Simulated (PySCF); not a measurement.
**NClO (nitrosyl chloride) at MP2/STO-6G**

What is the vertical singlet–triplet gap of NClO (nitrosyl chloride) at MP2/STO-6G? 

Program for the calculation: PySCF 2.14.0.

19 further runs of the same task are left out: 9 that didn't finish, 10 set aside as unsound or not needed.

### 1 The molecule

The species is NClO (3 atoms), meant as a singlet with charge 0. SMILES: `O=NCl`. The coordinates come from a PBE0-D4/def2-TZVP relaxation.

Bond lengths: O1–N2 1.127 Å, N2–Cl3 1.944 Å. Angles: O1–N2–Cl3 113.9°.

### 2 A single-point energy at MP2/STO-6G

job.py

```python
# nitrosyl chloride
from pyscf import gto, mp

molecule = gto.M(
    atom=[
    ('O', (1.000080, -0.338330, 0.513880)),
    ('N', (0.052050, -0.599550, -0.035840)),
    ('Cl', (-1.052130, 0.937900, -0.478040)),
],
    max_memory=1860,
    verbose=3,
    spin=0,
    basis='sto-6g',
)

mf = molecule.RHF()
mf.conv_tol = 1e-10
mf.kernel()
if not mf.converged:
    mf = mf.newton().run(mf.mo_coeff, mf.mo_occ)

pt = mp.MP2(mf, frozen=7).run()
e_tot = pt.e_tot
print('E(%s) = %.9f' % ('MP2', e_tot))
```

Command:

```sh
OMP_NUM_THREADS=1 python job.py
```

Standard output:

```text
converged SCF energy = -586.697505126614
E(RMP2) = -586.847394177257  E_corr = -0.14988905064352
E(SCS-RMP2) = -586.848733389934  E_corr = -0.151228263320024
E(MP2) = -586.847394177
```

It took 1.1 s on 1 thread of Arm Neoverse V1, shared host; peak memory 0.12 GiB.

### 3 The triplet at the same level

input.py

```python
from pyscf import gto, scf, mp

system = gto.M(
    atom='''
O      1.889877    -0.639351     0.971092
N      0.098360    -1.132985    -0.067728
Cl    -1.988238     1.772374    -0.903365
''',
    verbose=4,
    spin=2,
    charge=0,
    unit='bohr',
    max_memory=1860,
    basis='sto-6g',
)

hf = scf.UHF(system)
hf.conv_tol = 1e-10
hf.kernel()
if not hf.converged:
    hf = hf.newton().run(hf.mo_coeff, hf.mo_occ)

pt = mp.MP2(hf, frozen=7).run()
e_final = pt.e_tot
print('E = %.10f Eh' % e_final)
```

Command:

```sh
OMP_NUM_THREADS=1 python input.py
```

Standard output:

```text
PySCF version 2.14.0

[INPUT] num. atoms = 3
[INPUT] num. electrons = 32
[INPUT] charge = 0
[INPUT] spin (= nelec alpha-beta = 2S) = 2
[INPUT] symmetry False subgroup None
[INPUT] Mole.unit = bohr
[INPUT] Symbol           X                Y                Z      unit          X                Y                Z       unit  Magmom
[INPUT]  1 O      1.000079839842  -0.338329978979   0.513879756107 AA    1.889877000000  -0.639351000000   0.971092000000 Bohr   0.0
[INPUT]  2 N      0.052049870466  -0.599549842314  -0.035840114141 AA    0.098360000000  -1.132985000000  -0.067728000000 Bohr   0.0
[INPUT]  3 Cl    -1.052130239485   0.937899930027  -0.478040171143 AA   -1.988238000000   1.772374000000  -0.903365000000 Bohr   0.0

nuclear repulsion = 86.249467169815
number of shells = 11
number of NR pGTOs = 114
number of NR cGTOs = 19
basis = sto-6g
ecp = {}

******** <class 'pyscf.scf.uhf.UHF'> ********
method = UHF
initial guess = minao
damping factor = 0
level_shift factor = 0
DIIS = <class 'pyscf.scf.diis.CDIIS'>
diis_start_cycle = 1
diis_space = 8
diis_damp = 0
SCF conv_tol = 1e-10
SCF conv_tol_grad = None
SCF max_cycles = 50
direct_scf = True
direct_scf_tol = 1e-13
number electrons alpha = 17  beta = 15
Set gradient conv threshold to 1e-05
init E= -586.786064252391
[... the frontier-level lines of each cycle are left out ...]


cycle= 1 E= -586.595410464151  delta_E= 0.191  |g|= 0.263  |ddm|= 2.04
cycle= 2 E= -586.647755188164  delta_E= -0.0523  |g|= 0.161  |ddm|= 0.524
cycle= 3 E= -586.663424468215  delta_E= -0.0157  |g|= 0.0451  |ddm|= 0.175
cycle= 4 E= -586.668408201638  delta_E= -0.00498  |g|= 0.0296  |ddm|= 0.121
cycle= 5 E= -586.671709329251  delta_E= -0.0033  |g|= 0.0136  |ddm|= 0.15
cycle= 6 E= -586.672404814078  delta_E= -0.000695  |g|= 0.00915  |ddm|= 0.0536
cycle= 7 E= -586.672992099456  delta_E= -0.000587  |g|= 0.00454  |ddm|= 0.0811
cycle= 8 E= -586.673103037694  delta_E= -0.000111  |g|= 0.00238  |ddm|= 0.0308
cycle= 9 E= -586.673140312646  delta_E= -3.73e-05  |g|= 0.00127  |ddm|= 0.0236
cycle= 10 E= -586.673147905988  delta_E= -7.59e-06  |g|= 0.000521  |ddm|= 0.00933
cycle= 11 E= -586.67314992755  delta_E= -2.02e-06  |g|= 0.000232  |ddm|= 0.00669
cycle= 12 E= -586.67315014358  delta_E= -2.16e-07  |g|= 0.000152  |ddm|= 0.00171
cycle= 13 E= -586.673150332515  delta_E= -1.89e-07  |g|= 7.62e-05  |ddm|= 0.00179
cycle= 14 E= -586.673150380602  delta_E= -4.81e-08  |g|= 2.44e-05  |ddm|= 0.00107
cycle= 15 E= -586.673150383636  delta_E= -3.03e-09  |g|= 1.15e-05  |ddm|= 0.000216
cycle= 16 E= -586.673150384194  delta_E= -5.58e-10  |g|= 5.18e-06  |ddm|= 8.12e-05
cycle= 17 E= -586.673150384292  delta_E= -9.73e-11  |g|= 2.55e-06  |ddm|= 2.82e-05
Extra cycle  E= -586.673150384304  delta_E= -1.27e-11  |g|= 1.73e-06  |ddm|= 5.65e-06
converged SCF energy = -586.673150384304  <S^2> = 2.1138034  2S+1 = 3.0749331

******** <class 'pyscf.mp.ump2.UMP2'> ********
nocc = (np.int64(10), np.int64(8)), nmo = (12, 12)
frozen orbitals 7
E(UMP2) = -586.764438642866  E_corr = -0.0912882585618832
E(SCS-UMP2) = -586.757352757289  E_corr = -0.0842023729850604
E_corr(same-spin) = -0.0292425430259994
E_corr(oppo-spin) = -0.0620457155358838
E = -586.7644386429 Eh
```

It took 0.93 s on 1 thread of Arm Neoverse V1, shared host; peak memory 0.12 GiB.

### 4 Outcome

Level: MP2/STO-6G, 7 core orbitals frozen.

| quantity | value |
| --- | --- |
| singlet: total energy | -586.84739 Eh |
| singlet: dipole moment (Hartree–Fock density) | 2.29 D |
| singlet: HOMO energy (Hartree–Fock orbitals) | -9.63 eV |
| singlet: LUMO energy (Hartree–Fock orbitals) | 3.79 eV |
| singlet: HOMO–LUMO gap (Hartree–Fock orbitals) | 13.42 eV |
| singlet: correlation energy (7 core orbitals frozen) | -149.9 mEh |
| triplet: total energy | -586.76444 Eh |
| triplet: dipole moment (Hartree–Fock density) | 0.74 D |
| triplet: HOMO energy (Hartree–Fock orbitals) (highest over α and β) | -9.57 eV |
| triplet: LUMO energy (Hartree–Fock orbitals) (lowest over α and β) | 2.04 eV |
| triplet: correlation energy (7 core orbitals frozen) | -91.3 mEh |
| triplet: ⟨S²⟩ of the reference determinant | 2.114 |
| vertical energy of the triplet above the singlet | 2.257 eV |

At this shape the triplet lies 2.26 eV (52 kcal/mol) above the singlet. In a minimal basis such a difference can be off by several eV, whatever the method. Mulliken charges (singlet) of the mean-field density run from -0.22 on Cl3 to +0.22 on N2; they depend strongly on the basis. ⟨S²⟩ (triplet) is 2.11 where a pure triplet has 2.00: the reference is spin-contaminated.
